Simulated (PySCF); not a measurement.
**C₄H₇FN radical: geometry, EPR parameters**

What EPR parameters should C₄H₇FN radical (`F[C@H]1CC[N]C1`) show?

Programs: PySCF 2.14.0, with density-fitted response routines of our own. Each step states its level of theory. These are calculated values for one molecule in the gas phase, unless marked as measured. Atoms count from 0, in the outputs and in this text.

## Step 1: The starting structure

13 atoms, charge 0, multiplicity 2; geometry from: GFN2-xTB.

Bonds of the start (Å): F0–C1 1.38, C1–C2 1.53, C2–C3 1.54, C3–N4 1.41, N4–C5 1.41, C5–C1 1.54, C1–H6 1.10, C2–H7 1.09, C2–H8 1.09, C3–H9 1.10, C3–H10 1.10, C5–H11 1.10, C5–H12 1.10.

## Step 2: Geometry optimisation at PBE0-D3(BJ)/def2-SVP

Job settings and geometry (Å):

```
{"job": {"xc": "PBE0", "basis": "def2-SVP", "d3": "d3bj", "grid": 1, "kind": "geom"}, "charge": 0, "multiplicity": 2}
F     -1.520553     1.524940     0.653086
C     -0.760352     0.728333    -0.172693
C      0.725339     0.793670     0.181934
C      1.201153    -0.640030    -0.107604
N      0.088611    -1.508834    -0.074452
C     -1.100676    -0.762878     0.020259
H     -0.966003     1.064924    -1.195263
H      0.819459     1.019665     1.245306
H      1.266499     1.544759    -0.388036
H      1.963481    -1.000425     0.592897
H      1.657277    -0.712403    -1.107786
H     -1.842351    -1.147439    -0.688327
H     -1.536272    -0.903798     1.022952
```

Output:

```text
step   0  E = -310.59929624  max force = 0.023262
step   1  E = -310.60152185  max force = 0.002876
step   2  E = -310.60156518  max force = 0.000572
step   3  E = -310.60157984  max force = 0.000314
optimisation converged
```

Run time: 52 s. Hardware: 1 thread, shared host.

Step by step:

```tsv
step	energy from step 0 (eV)	largest force component (eV/Å)
0	0.0000	1.1962
1	-0.0606	0.1479
2	-0.0617	0.0294
3	-0.0621	0.0161
```

Close pairs (by a distance rule), those that changed most:

```tsv
bond	before (Å)	after (Å)	change (Å)
C3–N4	1.412	1.443	+0.031
N4–C5	1.407	1.433	+0.026
C2–H8	1.087	1.099	+0.011
C2–H7	1.091	1.102	+0.011
C1–C5	1.542	1.532	-0.010
C1–C2	1.529	1.520	-0.009
C5–H12	1.102	1.111	+0.009
C3–H10	1.102	1.110	+0.008
```

The next job starts from the end point, and lists it.

```tsv
at the end point	value
point group (found at 0.08 Å tolerance)	C1
rotational constants (GHz, main isotopes)	7.029, 3.163, 2.373
dipole moment (D)	1.39
⟨S²⟩	0.754
```

## Step 3: EPR parameters: B3LYP/IGLO-III+pcH-1

Job settings and geometry (Å):

```
{"job": {"kind": "epr"}, "charge": 0, "multiplicity": 2}
F     -1.569586     1.568145     0.442721
C     -0.745379     0.707859    -0.238452
C      0.699698     0.782302     0.225373
C      1.210102    -0.623243    -0.098710
N      0.097774    -1.540925    -0.055546
C     -1.098374    -0.757287     0.034331
H     -0.834828     0.943967    -1.313395
H      0.691570     0.958803     1.313115
H      1.275820     1.590093    -0.246107
H      2.017342    -0.974327     0.567054
H      1.643520    -0.670389    -1.119587
H     -1.888358    -1.168399    -0.616826
H     -1.500459    -0.820620     1.068118
```

Method: UKS B3LYP, IGLO-III on C F N, pcH-1 on H, non-relativistic, mean-field spin-orbit, GIAO.

Output:

```text
UKS, coarse grid
  cycle   1  E = -311.23963632  |g| = 3.91e-01
  cycle   2  E = -311.20147040  |g| = 5.60e-01
  cycle   3  E = -311.29594160  |g| = 6.17e-02
  cycle   4  E = -311.29694821  |g| = 3.31e-02
  cycle   5  E = -311.29744032  |g| = 7.38e-03
  cycle   6  E = -311.29746895  |g| = 1.77e-03
  cycle   7  E = -311.29747052  |g| = 1.40e-03
  cycle   8  E = -311.29747201  |g| = 3.19e-04
UKS, final grid
  cycle   1  E = -311.29749062  |g| = 3.83e-04
  cycle   2  E = -311.29749056  |g| = 5.64e-04
  cycle   3  E = -311.29749069  |g| = 3.74e-05
  cycle   4  E = -311.29749069  |g| = 2.21e-05
E = -311.29749069 Eh   <S^2> = 0.7545 (exact 0.7500)
g shifts (ppm)      1          2          3
  rmc          -203       -203       -203
  gc             -7         38         30
  oz_so          33       1878       4601
  total        -178       1713       4428
hyperfine (MHz)  atom isotope    a_iso     a_fc   dipolar eigenvalues
    0   19F      -3.25      -3.25     -0.83     -0.13      0.95
    1   13C       0.35       0.35     -1.62     -0.75      2.37
    2   13C       0.17       0.17     -1.35     -0.75      2.10
    3   13C     -32.03     -32.03     -3.83      0.42      3.40
    4   14N      33.79      33.79    -41.75    -40.97     82.72
    5   13C     -33.00     -33.00     -3.91      0.25      3.66
    6    1H      -1.11      -1.11     -2.69     -2.37      5.05
    7    1H      -1.26      -1.26     -2.83     -2.36      5.19
    8    1H      -1.94      -1.94     -2.03     -1.62      3.65
    9    1H      88.77      88.77     -6.00     -4.01     10.02
   10    1H     162.99     162.99     -6.56     -3.91     10.47
   11    1H      83.91      83.91     -5.89     -4.17     10.06
   12    1H     178.51     178.51     -6.44     -3.73     10.18
```

It took 85 s on 1 thread, shared host.

Principal g values 2.00214, 2.00403, 2.00675; g(iso) = 2.00431, against 2.00232 for a free electron.

Hyperfine couplings, nucleus by nucleus at this fixed geometry (no averaging over rotations):

```tsv
nuclei	isotope	a(iso) (MHz)	a(iso) (G, at g = 2.0023)	largest dipolar term (MHz)
H12	1H	178.5	63.7	10.2
H10	1H	163.0	58.2	10.5
H9	1H	88.8	31.7	10.0
H11	1H	83.9	29.9	10.1
N4	14N	33.8	12.1	82.7
C5	13C	-33.0	-11.8	-3.9
C3	13C	-32.0	-11.4	-3.8
F0	19F	-3.2	-1.2	1.0
H8	1H	-1.9	-0.7	3.7
H7	1H	-1.3	-0.4	5.2
H6	1H	-1.1	-0.4	5.1
C1	13C	0.3	0.1	2.4
C2	13C	0.2	0.1	2.1
```

Mulliken spin populations:

F0 0.00; C1 0.01; C2 0.01; C3 -0.10; N4 0.95; C5 -0.10; H6 0.00; H7 0.00; H8 0.00; H9 0.04; H10 0.08; H11 0.04; H12 0.08

In first order the couplings over 0.8 MHz of 1H, 14N, 19F give 768 distinct lines over 210.3 G.

## Step 4: What came out

| quantity | value |
| --- | --- |
| point group | C1 |
| rotational constants (main isotopes) | 7.03, 3.16, 2.37 GHz |
| g(iso) (B3LYP) | 2.00431 |
| ⟨S²⟩ | 0.754 (exact 0.75) |
| largest a(iso) | 1H on H12, 178.5 MHz |

**Reading.** Over 3 steps the energy fell by 0.062 eV; of the close pairs, C3–N4 changed most, 1.412 to 1.443 Å. No frequency check was run at this level, so the end point may be a saddle. Most of the unpaired spin sits on N4 (0.95 e). The isotropic g lies 2.0 ppt above the free-electron value.
